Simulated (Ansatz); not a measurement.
## Ansatz (development build ahead of 0.2.0) run

```yaml
crystal:
  periodic: [false, false, false]
  atoms:
    - { symbol: Al, position_ang: [0.0, 0.0, -1.2656] }
    - { symbol: P, position_ang: [0.0, 0.0, 1.2656] }
basis:
  gaussian: { orbitals: "6-31G" }
magnetization:
  spin_polarized: true
  initial_magnetization: 2
hamiltonian:
  xc: hf
correlation:
  method: bccd_t
  frozen_orbitals: { Al: 5, P: 5 }
```

The input is written out in the form of the current development build from the run's settings.

Results

```yaml
Converged: yes
Reference_energy_starting_determinant: -582.56327 hartree
Correlation_energy: -0.07085 hartree
Total_energy: -582.63412 hartree
```
